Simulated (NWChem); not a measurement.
Everything below was run with NWChem. System: methylamine (CH5N), charge 0, spin multiplicity 1, at a geometry optimised with PBE0/def2-SVP. Level: CCSD(T)/cc-pVDZ, 2 core orbitals frozen.

Part of the output:

```
             Northwest Computational Chemistry Package (NWChem) 7.3.0
             --------------------------------------------------------

                                NWChem Input Module
                                -------------------

 Scaling coordinates for geometry "geometry" by  1.889725989
 (inverse scale =  0.529177249)

 Turning off AUTOSYM since
 SYMMETRY directive was detected!

                             Geometry "geometry" -> ""
                             -------------------------

 Output coordinates in angstroms (scale by  1.889725989 to convert to a.u.)

  No.       Tag          Charge          X              Y              Z
 ---- ---------------- ---------- -------------- -------------- --------------
    1 C                    6.0000    -0.08736300     0.69040100     0.00000000
    2 N                    7.0000     0.19678500    -0.72785100     0.00000000
    3 H                    1.0000     0.37300400     1.16401000    -0.88172500
    4 H                    1.0000     0.37300400     1.16401000     0.88172500
    5 H                    1.0000    -1.16060100     0.97707800     0.00000000
    6 H                    1.0000    -0.21936300    -1.17627400    -0.81332100
    7 H                    1.0000    -0.21936300    -1.17627400     0.81332100

 Effective nuclear repulsion energy (a.u.)      42.0591031738

            Nuclear Dipole moment (a.u.)
            ----------------------------
        X                 Y               Z
 ---------------- ---------------- ----------------
    -0.0000037795    -0.0000018897     0.0000000000

      Symmetry information
      --------------------

 Group name             Cs
 Group number              2
 Group order               2
 No. of unique centers     5

      Symmetry unique atoms

     1    2    3    5    6


 Summary of "ao basis" -> "" (spherical)
 ------------------------------------------------------------------------------
       Tag                 Description            Shells   Functions and Types
 ---------------- ------------------------------  ------  ---------------------
 *                          cc-pvdz                   on all atoms

 Summary of "ao basis" -> "ao basis" (spherical)
 ------------------------------------------------------------------------------
       Tag                 Description            Shells   Functions and Types
 ---------------- ------------------------------  ------  ---------------------
 C                          cc-pvdz                  6       14   3s2p1d
 N                          cc-pvdz                  6       14   3s2p1d
 H                          cc-pvdz                  3        5   2s1p

                                 NWChem SCF Module
                                 -----------------

  ao basis        = "ao basis"
  functions       =    53
  atoms           =     7
  closed shells   =     9
  open shells     =     0
  charge          =   0.00
  wavefunction    = RHF
  use symmetry    = T
  symmetry adapt  = T

 Summary of "ao basis" -> "ao basis" (spherical)
 ------------------------------------------------------------------------------
       Tag                 Description            Shells   Functions and Types
 ---------------- ------------------------------  ------  ---------------------
 C                          cc-pvdz                  6       14   3s2p1d
 N                          cc-pvdz                  6       14   3s2p1d
 H                          cc-pvdz                  3        5   2s1p

      Symmetry analysis of basis
      --------------------------

        a'         34
        a"         19

 Forming initial guess at       0.0s

      Superposition of Atomic Density Guess
      -------------------------------------

 Sum of atomic energies:         -94.46256426

      Non-variational initial energy
      ------------------------------

 Total energy =     -95.626221
 1-e energy   =    -209.265325
 2-e energy   =      71.580000
 HOMO         =      -0.309192
 LUMO         =       0.097880

      Symmetry analysis of molecular orbitals - initial
      -------------------------------------------------

  Numbering of irreducible representations:

     1 a'          2 a"
[...]
   5     -0.3565358955 -8.243D-05  3.205D-04     1.19     0.00     1.16
   6     -0.3565439561 -8.061D-06  9.582D-05     1.08     0.00     1.05
   7     -0.3565438390  1.171D-07  4.074D-05     1.10     0.00     1.07
   8     -0.3565428258  1.013D-06  1.328D-05     1.06     0.00     1.03
   9     -0.3565429411 -1.153D-07  4.068D-06     1.05     0.00     1.02
  10     -0.3565429873 -4.624D-08  2.856D-06     1.09     0.00     1.06
  11     -0.3565430796 -9.226D-08  4.391D-07     1.06     0.00     1.03
                  *************converged*************
-------------------------------------------------------------------------

 -----------
 CCSD Energy
 -----------
 Reference energy:             -95.221215709905451
 CCSD corr. energy:             -0.356543079602763
 Total CCSD energy:            -95.577758789508209

 --------------------------------
 Spin Component Scaled (SCS) CCSD
 --------------------------------
 Same spin contribution:                 -0.067803351413679
 Same spin scaling factor:                1.130000000000000
 Opposite spin contribution:             -0.288739728189084
 Opposite spin scaling fact.:             1.270000000000000
 SCS-CCSD correlation energy:            -0.443317241897594
 Total SCS-CCSD energy:                 -95.664532951803039
 memory            104852084

*********triples calculation*********

nkpass=    1; nvpass=    1; memdrv=          79860; memtrn=         666334; memavail=      104851764
 memory available/node                      104851764
 total number of virtual orbitals        44
 number of virtuals per integral pass    44
 number of integral evaluations           1
 number of occupied per triples pass      7
 number of triples passes                 1

 commencing integral evaluation        1 at          13.01
  symmetry use  T
task         2 out of       378 done   0%  at       0.0 secs
task        19 out of       378 done   5%  at       0.1 secs
task        38 out of       378 done  10%  at       0.1 secs
task        57 out of       378 done  15%  at       0.1 secs
task        76 out of       378 done  20%  at       0.2 secs
task        95 out of       378 done  25%  at       0.2 secs
task       115 out of       378 done  30%  at       0.3 secs
task       133 out of       378 done  35%  at       0.3 secs
task       155 out of       378 done  41%  at       0.4 secs
task       171 out of       378 done  45%  at       0.4 secs
task       190 out of       378 done  50%  at       0.4 secs
task       212 out of       378 done  56%  at       0.4 secs
task       227 out of       378 done  60%  at       0.5 secs
task       246 out of       378 done  65%  at       0.5 secs
task       272 out of       378 done  71%  at       0.5 secs
task       284 out of       378 done  75%  at       0.5 secs
task       303 out of       378 done  80%  at       0.5 secs
task       322 out of       378 done  85%  at       0.6 secs
task       347 out of       378 done  91%  at       0.6 secs
task       360 out of       378 done  95%  at       0.6 secs
task       378 out of       378 done 100%  at       0.6 secs
 commencing triples evaluation - blocking       1
 ccsd(t): done        1 out of       44 progress:    2.3%
 ccsd(t): done        2 out of       44 progress:    4.5%
 ccsd(t): done        3 out of       44 progress:    6.8%
 ccsd(t): done        4 out of       44 progress:    9.1%
 ccsd(t): done        5 out of       44 progress:   11.4%
 ccsd(t): done        6 out of       44 progress:   13.6%
 ccsd(t): done        7 out of       44 progress:   15.9%
 ccsd(t): done        8 out of       44 progress:   18.2%
 ccsd(t): done        9 out of       44 progress:   20.5%
 ccsd(t): done       10 out of       44 progress:   22.7%
 ccsd(t): done       11 out of       44 progress:   25.0%
 ccsd(t): done       12 out of       44 progress:   27.3%
 ccsd(t): done       13 out of       44 progress:   29.5%
 ccsd(t): done       14 out of       44 progress:   31.8%
 ccsd(t): done       15 out of       44 progress:   34.1%
 ccsd(t): done       16 out of       44 progress:   36.4%
 ccsd(t): done       17 out of       44 progress:   38.6%
 ccsd(t): done       18 out of       44 progress:   40.9%
 ccsd(t): done       19 out of       44 progress:   43.2%
 ccsd(t): done       20 out of       44 progress:   45.5%
 ccsd(t): done       21 out of       44 progress:   47.7%
 ccsd(t): done       22 out of       44 progress:   50.0%
 ccsd(t): done       23 out of       44 progress:   52.3%
 ccsd(t): done       24 out of       44 progress:   54.5%
 ccsd(t): done       25 out of       44 progress:   56.8%
 ccsd(t): done       26 out of       44 progress:   59.1%
 ccsd(t): done       27 out of       44 progress:   61.4%
 ccsd(t): done       28 out of       44 progress:   63.6%
 ccsd(t): done       29 out of       44 progress:   65.9%
 ccsd(t): done       30 out of       44 progress:   68.2%
 ccsd(t): done       31 out of       44 progress:   70.5%
 ccsd(t): done       32 out of       44 progress:   72.7%
 ccsd(t): done       33 out of       44 progress:   75.0%
 ccsd(t): done       34 out of       44 progress:   77.3%
 ccsd(t): done       35 out of       44 progress:   79.5%
 ccsd(t): done       36 out of       44 progress:   81.8%
 ccsd(t): done       37 out of       44 progress:   84.1%
 ccsd(t): done       38 out of       44 progress:   86.4%
 ccsd(t): done       39 out of       44 progress:   88.6%
 ccsd(t): done       40 out of       44 progress:   90.9%
 ccsd(t): done       41 out of       44 progress:   93.2%
 ccsd(t): done       42 out of       44 progress:   95.5%
 ccsd(t): done       43 out of       44 progress:   97.7%
 ccsd(t): done       44 out of       44 progress:  100.0%
 Time for integral evaluation pass     1        0.62
 Time for triples evaluation pass      1        0.55

 pseudo-e(mp4)  -0.86275638729704E-02
 pseudo-e(mp5)   0.18695165617867E-03
        e(t)    -0.84406122167918E-02

 --------------
 CCSD(T) Energy
 --------------
 Reference energy:                     -95.221215709905451

 CCSD corr. energy:                     -0.356543079602763
 T(CCSD) corr. energy:                  -0.008627563872970
 Total CCSD+T(CCSD) energy:            -95.586386353381187

 CCSD corr. energy:                     -0.356543079602763
 (T) corr. energy:                      -0.008440612216792
 Total CCSD(T) energy:                 -95.586199401725011

 routine      calls  cpu(0)   cpu-min  cpu-ave  cpu-max   i/o
 aoccsd          1     0.00     0.00     0.00     0.00    0.00
 iterdrv         1     0.01     0.01     0.01     0.01    0.00
 pampt          11     0.03     0.03     0.03     0.03    0.00
 t2pm           11     0.04     0.04     0.04     0.04    0.00
 sxy            11     0.20     0.20     0.20     0.20    0.00
 ints      1571724    10.47    10.47    10.47    10.47    0.00
 t2eri        4158     0.88     0.88     0.88     0.88    0.00
 idx2         4158     0.24     0.24     0.24     0.24    0.00
 idx34          11     0.02     0.02     0.02     0.02    0.00
 ht2pm          11     0.05     0.05     0.05     0.05    0.00
 itm            11     0.24     0.24     0.24     0.24    0.00
 pdiis          11     0.01     0.01     0.01     0.01    0.00
 triples         1     0.00     0.00     0.00     0.00    0.00
 rdtrpo          1     0.00     0.00     0.00     0.00    0.00
 trpmos          1     0.62     0.62     0.62     0.62    0.00
 trpdrv          1     0.09     0.09     0.09     0.09    0.00
 dovvv       17248     0.21     0.21     0.21     0.21    0.00
 doooo       17248     0.05     0.05     0.05     0.05    0.00
 tengy       15092     0.18     0.18     0.18     0.18    0.00
 Total                13.35    13.35    13.35    13.35    0.00

 Task  times  cpu:       14.7s     wall:       14.7s

 Total times  cpu:       14.7s     wall:       14.7s
```

Question: Write an NWChem input that would produce this output.

Answer: Several could match; the one computed here: 
```
start mol
memory heap 100 mb stack 700 mb global 1900 mb
geometry units angstroms nocenter noautoz
  C     -0.087363     0.690401     0.000000
  N      0.196785    -0.727851     0.000000
  H      0.373004     1.164010    -0.881725
  H      0.373004     1.164010     0.881725
  H     -1.160601     0.977078     0.000000
  H     -0.219363    -1.176274    -0.813321
  H     -0.219363    -1.176274     0.813321
  symmetry group Cs
end
basis spherical
  * library cc-pvdz
end
scf
  rhf
  nopen 0
  maxiter 100
  thresh 1e-7
  semidirect memsize 60000000 filesize 0
end
ccsd
  freeze core 2
  maxiter 60
end
task ccsd(t) energy
```
